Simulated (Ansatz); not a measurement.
Mulliken charges of H3PS (`PS`) from PBE/def2-TZVPP in Ansatz (PBE0-D4/def2-TZVP geometry).

```tsv
atom	x (Å)	y (Å)	z (Å)	charge (e)
P1	-0.460	-0.498	0.425	-0.024
S2	0.785	0.959	-0.470	-0.205
H3	0.283	-1.642	0.033	0.053
H4	-1.381	-0.636	-0.646	0.053
H5	0.823	1.744	0.617	0.124
```

Task: By hand: the dipole of these point charges (1 e Å = 4.8032 D).

Result: Σ q r = (-0.106, -0.089, 0.130) e Å, of length 0.190 e Å = 0.91 D.

Task: How does the dipole of the full density compare? (Estimate.)

Result: Computed: (-0.055, -0.050, 0.063) e Å, 0.47 D; the point charges give 1.94 times that, at 3° from its direction.

Point charges leave out the atoms' own dipoles, such as those of lone pairs, and Mulliken's split depends on the basis, so the two needn't agree.
